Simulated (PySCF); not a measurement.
Si(F)4 cation (F4Si), SMILES F[Si](F)(F)F (connectivity only; charge and spin as stated), charge +1, multiplicity 2. Atoms are numbered in the order given.

```xyz
5

F     -1.0058     0.0000     1.1357
Si     0.0000     0.0000    -0.2068
F      0.0000    -1.3461    -0.9749
F      0.0000     1.3461    -0.9749
F      1.0058     0.0000     1.1357
```
Charge +1, spin multiplicity 2.

Geometry: ωB97X-D3(BJ)/def2-SVP. The spin state was assumed, not searched. The isomer is the one that the SMILES or the coordinates give; other isomers of the formula were not compared.

Two levels are set side by side: PBE/pcH-1 (PySCF) and B3LYP/pcH-1 (PySCF). Contact hyperfine couplings, same geometry. Differences are taken from unrounded values.

```tsv
quantity	B3LYP	PBE	PBE minus B3LYP
A(iso) of 19F, atom F1 (MHz)	216.0	118.4	-97.6
A(iso) of 29Si, atom Si2 (MHz)	40.2	34.4	-5.7
A(iso) of 19F, atom F3 (MHz)	-2.2	-2.4	-0.3
A(iso) of 19F, atom F4 (MHz)	-2.2	-2.4	-0.3
A(iso) of 19F, atom F5 (MHz)	216.0	118.4	-97.6
```

Rough cost on one machine, each run with all the roots and properties that it gave: B3LYP against PBE about 2 times.
